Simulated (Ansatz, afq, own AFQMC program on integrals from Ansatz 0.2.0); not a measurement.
## F, doublet in aug-cc-pVTZ, levels against CCSDT(Q)

A free F atom.

Basis aug-cc-pVTZ. Only valence electrons are correlated. Integrals, coupled cluster, full CI and functionals: Ansatz 0.2.0; the random walks run on the same integrals in our own AFQMC program. ph-AFQMC/CISD is guided by a CISD state made of CCSD amplitudes; releasing the constraint for a short imaginary time cuts its bias at the price of noise, slowly where states lie close. Free projection: walkers drawn from exp(T), propagated without any constraint. Its projection time is finite, and what remains of the start isn't in its error. Uncertainties: one standard error, sampling alone.

Determinant: UHF, the one that the program's search chose, which needn't be the lowest solution.

No full CI on the walks' own integrals is used here; CCSDT(Q) serves as the reference and is uncertain by about the last step of the cluster series.

Cautions: the ph-AFQMC/CISD walk drifts between its halves (2.2 errors).

* T1 diagnostic: 0.0077
* weight of the determinant in the CISD state: 0.963
* ⟨S²⟩ of the determinant: 0.754
* size of the correlated space: 7 electrons in 45 orbitals

Reference: CCSDT(Q), correlation energy -6.021 eV. The released energy is read at 1.50 1/Eh (meV from the phaseless value at times in 1/Eh: -2.5 ± 1.4 at 0.24, -2.6 ± 1.2 at 0.50, -3.3 ± 1.5 at 1.00, -0.7 ± 1.9 at 1.50).

| level | E − E(reference) (kJ/mol) | share of correlation (%) |
| --- | --- | --- |
| HF | 580.9 | 0.00 |
| MP2 | 42.1 | 92.76 |
| CCSD | 12.3 | 97.89 |
| CCSD(T) | 0.8 | 99.86 |
| CCSDT | 0.2 | 99.97 |
| ph-AFQMC/HF | 5.6 ± 1.2 | 99.03 |
| ph-AFQMC/CISD | 0.3 ± 0.1 | 99.95 |
| released AFQMC | 0.2 ± 0.2 | 99.97 |
| free AFQMC | 0.2 ± 0.3 | 99.96 |

Free projections are given only where their last times agree within the noise and don't stop above the reference; a slow remainder of the start can still hide under it. A walk keeps the symmetry of its determinant, which the program's search chose and which needn't be the lowest solution, so a lower state of the same spin and another symmetry isn't excluded. Released energies are given only where the last usable release times agree within the noise; a slower fall can still hide under it.
